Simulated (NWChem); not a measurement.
# QCISD/6-31+G(d) (spherical functions) run of BSiH5 (boranylsilane)

What is the vertical singlet–triplet gap of BSiH5 (boranylsilane) at QCISD/6-31+G* (spherical functions)? 

The calculation is run with NWChem 7.3.0.

1 further run of the same task is left out (it didn't finish).

### 1 The system as given

The species is BSiH5 (7 atoms), meant as a singlet with charge 0. As SMILES, `B[SiH3]`. The shape is that of a PBE0-D4/def2-TZVP optimisation.

Bond lengths: B1–Si2 2.010 Å, B1–H3 1.196 Å, B1–H4 1.195 Å, Si2–H5 1.492 Å, Si2–H6 1.492 Å, Si2–H7 1.487 Å. Angles: B1–Si2–H5 108.8°, B1–Si2–H6 108.8°, B1–Si2–H7 115.1°, Si2–B1–H3 118.9°, Si2–B1–H4 123.6°, H5–Si2–H6 107.3°, H5–Si2–H7 108.3°, H6–Si2–H7 108.3°, H3–B1–H4 117.5°.

### 2 A single-point energy at QCISD/6-31+G(d) (spherical functions)

Input file geom.nw:

```
start geom
memory 2200 mb
geometry units angstrom noautosym nocenter noautoz
  B       -0.043200      -1.189000       0.204300
  Si       0.089100       0.785300      -0.148500
  H       -1.126000      -1.690600       0.290100
  H        0.906400      -1.902500       0.335400
  H       -0.616000       1.093400      -1.427200
  H       -0.623600       1.516700       0.939600
  H        1.474500       1.318800      -0.239500
end
basis spherical
  * library 6-31+G*
end
scf
  thresh 1e-07
  maxiter 60
end
tce
  scf
  qcisd
  freeze core 6
  maxiter 100
end
task tce energy
```

On the command line:

```bash
nwchem geom.nw > geom.out
```

The program printed:

```text
[...]
  functions       =    50
[...]
  wavefunction    = RHF
[...]
         Total SCF energy =   -316.462111760483
      One-electron energy =   -531.241320815446
      Two-electron energy =    167.214756673034
 Nuclear repulsion energy =     47.564452381929
        Time for solution =      3.3s
[...]
         Wavefunction type : Restricted Hartree-Fock
          No. of electrons :    24
[...]
         Spin multiplicity : singlet
[...]
```

Run time: 8.1 s. Hardware: 1 thread of Intel Xeon Platinum 8375C at 2.90GHz (Ice Lake), shared host; peak memory 0.23 GiB.

### 3 The triplet

Input file run.py:

```python
from ase import Atoms
from ase.calculators.nwchem import NWChem

mol = Atoms('BSiHHHHH', positions=[
    [-0.043200, -1.189000, 0.204300],
    [0.089100, 0.785300, -0.148500],
    [-1.126000, -1.690600, 0.290100],
    [0.906400, -1.902500, 0.335400],
    [-0.616000, 1.093400, -1.427200],
    [-0.623600, 1.516700, 0.939600],
    [1.474500, 1.318800, -0.239500],
])

calc = NWChem(
    label='bh5si',
    theory='tce',
    memory='2200 mb',
    basis='6-31+G*',
    basispar='spherical',
    scf={'nopen': '2', 'uhf': None, 'thresh': '1e-07', 'maxiter': '80'},
    tce={'scf': None, 'qcisd': None, 'freeze': 'core 6', 'maxiter': '100'},
    task='energy',
)
mol.calc = calc

print(f"energy = {mol.get_potential_energy():.6f} eV")
```

On the command line:

```bash
export ASE_NWCHEM_COMMAND="nwchem PREFIX.nwi > PREFIX.nwo"
python run.py
```

The program printed:

```text
energy = -8612.937621 eV
```

The calculator wrote bh5si.nwi:

```
title "bh5si"

permanent_dir bh5si

scratch_dir bh5si

start bh5si

geometry units angstrom nocenter noautosym noautoz
  B  -4.3200000000000002e-02 -1.1890000000000001e+00 2.0430000000000001e-01
  Si 8.9099999999999999e-02 7.8530000000000000e-01 -1.4849999999999999e-01
  H  -1.1259999999999999e+00 -1.6906000000000001e+00 2.9010000000000002e-01
  H  9.0639999999999998e-01 -1.9025000000000001e+00 3.3539999999999998e-01
  H  -6.1599999999999999e-01 1.0933999999999999e+00 -1.4272000000000000e+00
  H  -6.2360000000000004e-01 1.5166999999999999e+00 9.3959999999999999e-01
  H  1.4744999999999999e+00 1.3188000000000000e+00 -2.3949999999999999e-01
end

memory 2200 mb

basis spherical noprint
   * library 6-31+G*
end

scf
  nopen 2
  uhf
  thresh 1e-07
  maxiter 80
end
tce
  scf
  qcisd
  freeze core 6
  maxiter 100
end

task tce energy
```

bh5si.nwo:

```text
Northwest Computational Chemistry Package (NWChem) 7.3.0
             --------------------------------------------------------

           Job information
           ---------------

    nwchem branch   = 7.3.0
    use scalapack   = T
    input           = bh5si.nwi
    prefix          = bh5si.
    data base       = bh5si/bh5si.db
    status          = startup
    nproc           =        1

           Memory information
           ------------------

    heap     =     72089596 doubles =      550.0 Mbytes
    stack    =     72089601 doubles =      550.0 Mbytes
    global   =    144179200 doubles =     1100.0 Mbytes (distinct from heap & stack)
    total    =    288358397 doubles =     2200.0 Mbytes
    verify   = yes
    hardfail = no

           Directory information
           ---------------------

  0 permanent = bh5si
  0 scratch   = bh5si

                                NWChem Input Module
                                -------------------

                                       bh5si
                                       -----

 Scaling coordinates for geometry "geometry" by  1.889725989
 (inverse scale =  0.529177249)

                             Geometry "geometry" -> ""
                             -------------------------

 Output coordinates in angstroms (scale by  1.889725989 to convert to a.u.)

[... 19 lines left out ...]
            Nuclear Dipole moment (a.u.)
[... 94 lines left out ...]
         Quadratically convergent UHF
[... 1 line left out ...]
 Convergence threshold     :          1.000E-07
[... 12 lines left out ...]
       Final UHF  results
[... 2 lines left out ...]
         Total SCF energy =   -316.335903708220
      One electron energy =   -530.206374871761
      Two electron energy =    166.306018781612
 Nuclear repulsion energy =     47.564452381929
[... 7 lines left out ...]
          Final alpha eigenvalues
[... 27 lines left out ...]
          Final beta eigenvalues
[... 27 lines left out ...]
                    UHF Final Alpha Molecular Orbital Analysis
[... 240 lines left out ...]
                     UHF Final Beta Molecular Orbital Analysis
[... 438 lines left out ...]
    9   0.0004095745745  -0.1836971478959     0.1     0.1
   10   0.0002998338056  -0.1837007267248     0.1     0.1
 MICROCYCLE DIIS UPDATE:                   10                    5
   11   0.0000660842109  -0.1837128086152     0.1     0.1
   12   0.0000455118048  -0.1837156094300     0.1     0.1
   13   0.0000384098978  -0.1837170518645     0.1     0.1
   14   0.0000339208513  -0.1837176302495     0.1     0.1
   15   0.0000303550550  -0.1837179102124     0.1     0.1
 MICROCYCLE DIIS UPDATE:                   15                    5
   16   0.0000121809261  -0.1837180231025     0.1     0.1
   17   0.0000076654061  -0.1837184547041     0.1     0.1
   18   0.0000059048899  -0.1837184873285     0.1     0.1
   19   0.0000048674034  -0.1837184617495     0.1     0.1
   20   0.0000041416212  -0.1837184335519     0.1     0.1
 MICROCYCLE DIIS UPDATE:                   20                    5
   21   0.0000023215305  -0.1837182243663     0.1     0.1
   22   0.0000017652735  -0.1837183054489     0.1     0.1
   23   0.0000015185645  -0.1837183353666     0.1     0.1
   24   0.0000013384741  -0.1837183475703     0.1     0.1
   25   0.0000011937928  -0.1837183534282     0.1     0.1
 MICROCYCLE DIIS UPDATE:                   25                    5
   26   0.0000005167690  -0.1837183449264     0.1     0.1
   27   0.0000003382309  -0.1837183651215     0.1     0.1
   28   0.0000002625575  -0.1837183695468     0.1     0.1
   29   0.0000002163405  -0.1837183698784     0.1     0.1
   30   0.0000001836472  -0.1837183694973     0.1     0.1
 MICROCYCLE DIIS UPDATE:                   30                    5
   31   0.0000001063772  -0.1837183617089     0.1     0.1
   32   0.0000000822445  -0.1837183654842     0.1     0.1
 --------------------------------------------------------
 Iterations converged
 QCISD correlation energy / hartree =        -0.183718365484246
 QCISD total energy / hartree       =      -316.519622073704568

 Singles contributions

 Doubles contributions

 Task  times  cpu:       14.5s     wall:       14.5s
 Total times  cpu:       14.6s     wall:       14.6s
```

Wall time 16 s (1 thread of Intel Xeon Platinum 8375C at 2.90GHz (Ice Lake), shared host); peak memory 0.24 GiB.

### 4 Outcome

Level: QCISD/6-31+G* (spherical functions), 6 core orbitals frozen.

| quantity | value |
| --- | --- |
| singlet: total energy | -316.65192 Eh |
| singlet: HOMO energy (Hartree–Fock orbitals) | -11.43 eV |
| singlet: LUMO energy (Hartree–Fock orbitals) | 0.82 eV |
| singlet: HOMO–LUMO gap (Hartree–Fock orbitals) | 12.25 eV |
| singlet: correlation energy (6 core orbitals frozen) | -189.8 mEh |
| triplet: total energy | -316.51962 Eh |
| triplet: HOMO energy (Hartree–Fock orbitals) (highest over α and β) | -7.78 eV |
| triplet: LUMO energy (Hartree–Fock orbitals) (lowest over α and β) | -1.75 eV |
| triplet: correlation energy (6 core orbitals frozen) | -183.7 mEh |
| triplet: ⟨S²⟩ of the reference determinant | 2.011 |
| vertical energy of the triplet above the singlet | 3.600 eV |

What this shows: At this shape the triplet lies 3.60 eV (347 kJ/mol) above the singlet.
